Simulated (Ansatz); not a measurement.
Calculated with Ansatz (gas phase, PBE0-D4/def2-TZVP geometries, no zero-point term in ΔE). CCSD(T)/CBS adds triple-zeta CCSD(T) − MP2 to the extrapolated MP2 energy (def2 sets, frozen cores). This one scheme is used for every species, atoms too. Functionals use def2-TZVPP. No spin–orbit coupling; open shells (•) take unrestricted orbitals. Spin–orbit coupling would lower the free atoms: a little for C, O. For Mg outer-core shells are correlated without core-valence functions, so the limit isn't a true one: a few kJ/mol of doubt a bond, and 10 to 20 or more in all where bonds break to atoms.

Consider the atomization: `C[O][Mg]`• → C• + 3 H• + Mg (atom) + O•.

`C[O][Mg]`•:

```xyz
6

C    -0.462    0.295    0.027
O     0.694   -0.446   -0.038
Mg    2.187   -1.397   -0.126
H    -0.954    0.374   -0.955
H    -1.194   -0.147    0.718
H    -0.271    1.322    0.374
```

| level | ΔE (kJ/mol) | difference from CCSD(T)/CBS |
| --- | --- | --- |
| BLYP-D4 | 1934.3 | -0.9 |
| r2SCAN-D4 | 1957.3 | 22.1 |
| r2SCAN0-D4 | 1915.3 | -19.9 |
| ωB97X-V | 1932.2 | -3.0 |
| PBE-QIDH | 1917.9 | -17.3 |
| PBE0 | 1923.4 | -11.8 |
| r2SCAN0 | 1912.7 | -22.5 |
| LC-ωPBE | 1945.7 | 10.5 |
| CCSD(T)/def2-TZVPP | 1874.2 | -61.0 |
| CCSD(T)/def2-QZVPP | 1914.3 | -20.9 |
| CCSD(T)/CBS | 1935.2 | 0 |

Largest T1 diagnostic among the species: 0.012.

From PBE to PBE0 (25 % exact exchange), in def2-TZVPP and without D4, ΔE moves by −42.1 kJ/mol: exact exchange takes away binding that semilocal exchange gives to molecules. At CCSD(T), def2-SVP lies −102.6 kJ/mol from the extrapolated value and def2-TZVPP −61.0 kJ/mol: correlation converges slowly with the basis, and small sets miss more of it in the bonded molecule than in its fragments.

For atomizations the MP2-based limit and the directly extrapolated one differ by several kJ/mol either way, and by 10 to 25 for some Ge, Se and Sn compounds, so smaller differences from it don't rank the levels.
